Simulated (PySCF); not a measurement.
Species: biisopropenyl, C6H10.
Z-matrix (Å and degrees, GFN2-xTB geometry), rows numbered from 1:
```
C 
C   1  1.3322
C   2  1.5026  1  119.81
C   2  1.4695  1  122.52  3   179.99
C   4  1.3322  2  122.49  1   179.98
C   4  1.5024  2  117.68  1    -0.01
H   1  1.0748  2  123.38  3   179.98
H   1  1.0774  2  121.03  3    -0.03
H   3  1.0890  2  110.54  1  -120.16
H   3  1.0889  2  110.53  1   119.97
H   3  1.0871  2  110.39  1    -0.08
H   5  1.0774  4  121.05  2   179.95
H   5  1.0748  4  123.39  2    -0.02
H   6  1.0868  4  110.39  2  -179.91
H   6  1.0887  4  110.54  2   -59.83
H   6  1.0887  4  110.54  2    60.03
```

The calculation used PySCF, TDDFT PBE0/def2-SVPD, vertical, gas phase, core orbitals frozen in the response.

Computed states:

```json
{"state": "S1", "E (eV)": "5.75", "f": "0.524"}
{"state": "S2", "E (eV)": "6.43", "f": "0.0000"}
{"state": "S3", "E (eV)": "6.63", "f": "0.0000"}
{"state": "S4", "E (eV)": "6.95", "f": "0.0018"}
{"state": "S5", "E (eV)": "7.12", "f": "0.0030"}
{"state": "S6", "E (eV)": "7.24", "f": "0.047"}
{"state": "S7", "E (eV)": "7.79", "f": "0.0000"}
{"state": "S8", "E (eV)": "7.93", "f": "0.0000"}
```

Each state is given a Gaussian of 0.5 eV full width at half maximum, with ε(max) = 2.175×10⁸ f / Δν̃ (Δν̃ the width in cm⁻¹). The width is an assumption, not a result. The curve ends short of the highest state used, and states not computed would add to its high-energy end.

(1) What does the envelope look like, and where are its maxima?

(2) On this curve, what absorbance would a 10⁻⁵ mol/L sample give at 248 nm over a 1 cm path?

Answers

(1) 
```
E (eV)  ε (L mol⁻¹ cm⁻¹)
  5.00                56
  5.04               107
  5.08               197
  5.13               403
  5.17               685
  5.21              1125
  5.25              1783
  5.30              3017
  5.34              4415
  5.38              6235
  5.42              8499
  5.47             11907
  5.51             14985
  5.55             18200
  5.59             21335
  5.63             24137
  5.68             26792
  5.72             27985
  5.76             28212
  5.80             27449
  5.85             25233
  5.89             22666
  5.93             19651
  5.97             16443
  6.02             12518
  6.06              9670
  6.10              7210
  6.14              5188
  6.19              3271
  6.23              2174
  6.27              1394
  6.31               864
  6.36               453
  6.40               262
  6.44               150
  6.48                90
  6.52                63
  6.57                60
  6.61                77
  6.65               110
  6.69               162
  6.74               260
  6.78               370
  6.82               515
  6.86               697
  6.91               978
  6.95              1241
  6.99              1527
  7.03              1821
  7.08              2171
  7.12              2409
  7.16              2585
  7.20              2684
  7.25              2681
  7.29              2579
  7.33              2396
```

Maxima: 216 nm (5.75 eV), ε about 28000, made up of S1 (100%); 172 nm (7.22 eV), ε about 2700, made up of S6 (93%) (ε in L mol⁻¹ cm⁻¹; maxima over ε = 5, shares over 10%).

(2) 248 nm is 4.999 eV, where ε is about 55 L mol⁻¹ cm⁻¹, so A = ε c l ≈ 0.00055 (Beer–Lambert, with the gas-phase spectrum and the assumed width).

One conformer stands for the species.
